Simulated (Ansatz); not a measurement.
```yaml
crystal:
  periodic: [false, false, false]
  atoms:
    - {symbol: Y, position_ang: [-0.754417, -0.153390, -0.000770]}
    - {symbol: C, position_ang: [2.186516, -0.117618, 0.004216]}
    - {symbol: O, position_ang: [2.550754, 0.940654, 0.001114]}
basis:
  gaussian: {orbitals: def2-TZVP}
total_charge: 1
hamiltonian: {xc: pbe0}
relax: {f_tol: 0.004, max_steps: 80}
```

```sh
$ ansatz run in.yaml --threads 1 --pin off --events-out ev --progress --plain --max-ram 2176MiB
```

Steps of the relaxation (energy above the last step; positions in Å, forces in eV/Å):

```
3
step 1, 562.0 meV
Y    -0.754   -0.153   -0.001    0.059   -0.206    0.001
C     2.187   -0.118    0.004   -0.598    0.308   -0.002
O     2.551    0.941    0.001    0.539   -0.102    0.001
```

```
3
step 2, 534.9 meV
Y    -0.787   -0.226   -0.001    0.270   -0.153    0.001
C     2.026   -0.020    0.004    3.354    5.552   -0.014
O     2.744    0.916    0.002   -3.624   -5.399    0.013
```

```
3
step 3, 352.5 meV
Y    -0.759   -0.282    0.000    0.427   -0.031    0.001
C     1.894    0.128    0.003    4.796    4.101   -0.006
O     2.848    0.823    0.002   -5.222   -4.070    0.005
```

```
3
step 4, 69.0 meV
Y    -0.563   -0.267    0.000    0.039   -0.114    0.000
C     1.757    0.211    0.002    2.429    1.619   -0.001
O     2.789    0.725    0.002   -2.469   -1.504    0.001
```

```
3
step 6, 2.7 meV
Y    -0.548   -0.298    0.000    0.003    0.008    0.000
C     1.725    0.313    0.002    0.697    0.197    0.001
O     2.806    0.654    0.003   -0.700   -0.205    0.000
```

```
3
step 10, 0.0 meV
Y    -0.555   -0.297    0.000    0.000    0.000    0.000
C     1.734    0.307    0.002   -0.002   -0.001    0.000
O     2.804    0.660    0.003    0.002    0.001    0.000
```

Close pairs at the end: C2–O3 1.126 Å, Y1–C2 2.367 Å, Y1–O3 3.492 Å.

A stationary point of restricted PBE0 after 10 steps (its stability towards spin polarisation wasn't tested); no frequencies were run, so it isn't proven a minimum. 2 min on 1 thread of Arm Neoverse V1, shared host.
